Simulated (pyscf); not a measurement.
`[OH][Si]([OH])([OH])[OH]` + `[H][H]` → `[OH][Si]([OH])([OH])[OH]` + `[H][H]` (four-centre exchange; singlet surface; H–O, H–H broken, H–O, H–H formed). Single points on ωB97X-D3(BJ)/def2-SVP structures (PySCF, gas phase). Energies in kcal/mol from the separated reactants.

```csv
level,barrier,reaction energy
ωB97X-D3(BJ)/def2-TZVP,70.4,0.0
B3LYP-D3(BJ)/def2-TZVP,67.7,0.0
PBE0-D3(BJ)/def2-TZVP,65.9,0.0
M06-2X/def2-TZVP,…,0.0
ωB97M-D3(BJ)/def2-TZVP,69.1,0.0
HF/def2-TZVP,…,0.0
```

### Question
What belongs in the gaps?

### Answer

- M06-2X/def2-TZVP, barrier: 72.3
- HF/def2-TZVP, barrier: 91.2

The functionals in the table span 6.4 kcal/mol in this barrier, from PBE0-D3(BJ) to M06-2X. The same reactants have a lower exit, to HO–SiH(OH)–OH + H₂O (barrier +54.1 kcal/mol at ωB97M-D3(BJ)/def2-TZVP, against +69.1 kcal/mol here). One saddle was located; it need not be the lowest between these sides.
